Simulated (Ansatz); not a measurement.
# CH3AlB: the cost of one run

All numbers below are computed with Ansatz 0.2.0 (UKS B3LYP-D4/def2-SVP).

## 1. The structure to begin with

Bond lengths: C1–B2 1.416 Å, B2–Al3 1.984 Å, C1–H4 1.083 Å, C1–H5 1.085 Å, Al3–H6 1.654 Å. Angles: C1–B2–Al3 129.0°, B2–C1–H4 124.7°, B2–C1–H5 124.9°, H4–C1–H5 110.5°, B2–Al3–H6 172.9°.

Structure file:

```xyz
6

C     0.5523   -0.1694   -1.1658
B     0.0352   -0.8244   -0.0214
Al   -0.7709   -0.0371    1.6115
H     0.9997   -0.6725   -2.0135
H     0.5527    0.9044   -1.3182
H    -1.3690    0.7991    2.9074
```

## 2. Relaxing end A

input.yaml

```yaml
crystal:
  periodic: [false, false, false]
  atoms:
    - { symbol: C, position_ang: [0.55227, -0.16939, -1.16581] }
    - { symbol: B, position_ang: [0.03525, -0.82438, -0.0214] }
    - { symbol: Al, position_ang: [-0.77091, -0.03712, 1.61154] }
    - { symbol: H, position_ang: [0.99969, -0.67255, -2.01354] }
    - { symbol: H, position_ang: [0.55272, 0.90437, -1.31821] }
    - { symbol: H, position_ang: [-1.36902, 0.79908, 2.90742] }
magnetization:
  spin_polarized: true
  initial_magnetization: 1
basis:
  gaussian: { orbitals: def2-SVP }
hamiltonian:
  xc: b3lyp
  dispersion: d4
relax:
  f_tol: 0.02
  max_steps: 50
```

Launch:

```sh
ansatz run input.yaml --threads 1 --pin off --max-ram 2048MiB --backend cpu --events-out ev --progress --plain --runs-dir out
```

What time and memory should one allow on 1 thread of Arm Neoverse N1, shared host?

About 82 s, with a peak of 0.14 GiB.
